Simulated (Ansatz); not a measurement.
bcc Ta was calculated with r²SCAN in Ansatz (plane waves, PAW).

Run with plane-wave cutoff 600 eV, 20×20×20 k mesh, Fermi–Dirac smearing 0.1 eV, finite displacements, scalar-relativistic PAW data made under PBE.

The cell has the measured lattice parameters. Conventional cell: a = 3.3029 Å, b = 3.3029 Å, c = 3.3029 Å, α = 90.00°, β = 90.00°, γ = 90.00°.

```
CELL_PARAMETERS angstrom
     -1.65145     1.65145     1.65145
      1.65145    -1.65145     1.65145
      1.65145     1.65145    -1.65145
ATOMIC_POSITIONS crystal
  Ta 0.00000 0.00000 0.00000
```

Harmonic phonon frequencies (cm⁻¹; i marks an imaginary mode):

| q point | frequencies |
|---|---|
| H | 169 169 169 |
| N | 92 139 150 |

No imaginary mode appears at these points.

Note: the cell isn't this level's own, so it is under some stress, which shifts stiffness and frequencies.

Ansatz is an electronic-structure program.
